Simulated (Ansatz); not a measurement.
Ideal-gas functions of C₂H₂FNS (`FC1=NCS1`) at 800 K and 1 bar, from an Ansatz frequency run at PBE0-D4/def2-TZVP.

Molar mass 91.11 g/mol, point group Cs (symmetry number 1), electronic degeneracy 1, moments of inertia 66.183, 116.21, 179.103 u Å². Harmonic wavenumbers (cm⁻¹, unscaled): 287, 386, 568, 605, 762, 775, 912, 1049, 1114, 1166, 1311, 1458, 1727, 3106, 3179.

Use S(trans) = R[1.5 ln M + 2.5 ln T − 1.1517]; rotational temperatures θ = 24.2544 K / I; S(rot) = R[ln(√π/σ · √(T³/θAθBθC)) + 1.5]; for each mode x = 1.438777 ν̃/T, S = R[x/(eˣ − 1) − ln(1 − e⁻ˣ)] and H = RT x/(eˣ − 1); 1 cm⁻¹ = 0.0119627 kJ/mol; R = 8.31446 J/(mol·K).

**Question.** By hand: the entropy, in J/(mol·K).

**Answer.** Translation 185.6. Rotation: θ = 0.3665, 0.2087, 0.1354 K, giving 119.6. Vibration, mode by mode: 13.90, 11.51, 8.49, 8.01, 6.32, 6.20, 5.07, 4.17, 3.80, 3.53, 2.88, 2.33, 1.59, 0.21, 0.18, in all 78.2. Electronic 0.0. Sum 383.4 J/(mol·K).

**Question.** By hand: H − E and G − E in kJ/mol, counted from the electronic energy.

**Answer.** Zero-point energy ½ × 18405 × 0.0119627 = 110.1; thermal vibration 36.5; translation, rotation and pV give 4 RT = 26.6. H − E = 173.2 kJ/mol, and G − E = 173.2 − 800 × 383.4/1000 = -133.5 kJ/mol.

Vibration gives 20 % of the entropy.
